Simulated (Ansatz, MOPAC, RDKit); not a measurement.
System: methanol, CH$_{4}$O (charge 0, singlet). SMILES: CO

Atoms: C1, O2, H3, H4, H5, H6. Bonds: C1-O2, C1-H3, C1-H5, C1-H6, O2-H4.

Bond lengths (Å) and angles (degrees) optimised at UFF with RDKit; PM3 with MOPAC; PM6 with MOPAC; PBE/6-31G* with Ansatz (a program for electronic structure), each started from the B3LYP-D3(BJ)/def2-TZVP structure (Ansatz) of the last column. A row stands for all coordinates that are equal there. 6-31G* holds six Cartesian d functions. No wavenumbers were computed at UFF, PBE/6-31G*, so these may be saddle points.

```csv
coordinate,UFF,PM3,PM6,PBE/6-31G*,B3LYP-D3(BJ)/def2-TZVP
C1-O2,1.398,1.395,1.434,1.423,1.421
C1-H3,1.109,1.094,1.098,1.102,1.089
C1-H5,1.112,1.097,1.094,1.111,1.096
O2-H4,0.992,0.949,0.977,0.977,0.962
O2-C1-H3,109.2,104.5,103.6,106.5,106.8
O2-C1-H5,110.2,112.2,110.4,113.1,112.2
C1-O2-H4,106.0,107.5,109.9,106.8,108.7
H3-C1-H5,108.8,109.4,110.4,107.8,108.3
H5-C1-H6,109.7,109.1,111.3,108.2,108.8
```

Mean signed difference of all 5 bond lengths from B3LYP-D3(BJ)/def2-TZVP: UFF 0.012 Å, PM3 -0.006 Å, PM6 0.007 Å, PBE/6-31G* 0.012 Å.
